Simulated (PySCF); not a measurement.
**Fluorine: a sound run and one with changed settings**

Sound run: F [He] 2s2 2p5, F⁺ [He] 2s2 2p4. Computed with PySCF 2.14 in 6-31G* (3s2p1d, 14 functions), with no relativity, point nucleus. The sound run starts from symmetry-adapted Hartree-Fock orbitals and uses a fine grid where one is needed.

Changed run: radial step 0.3 in ln r (0.13 in the sound run). This setting is unsound on purpose.

| species | method | sound run (hartree) | changed run (hartree) | converged |
| --- | --- | --- | --- | --- |
| F | UHF | -99.36341 | -99.36341 | yes |
| F | LDA | -99.04854 | -99.04848 | yes |
| F | MN15 | -99.63003 | -99.63057 | yes |
| F⁺ | UHF | -98.78846 | -98.78846 | yes |
| F⁺ | LDA | -98.40197 | -98.40192 | yes |
| F⁺ | MN15 | -98.99289 | -98.99399 | yes |

Ionisation energy of F:

| method | sound run (eV) | changed run (eV) |
| --- | --- | --- |
| UHF | 15.645 | 15.645 |
| LDA | 17.594 | 17.594 |
| MN15 | 17.337 | 17.322 |

A coarse radial grid mis-integrates the density and the exchange-correlation energy, with errors of either sign; Hartree-Fock needs no grid.

For comparison, NIST gives 17.423 eV between the lowest levels.
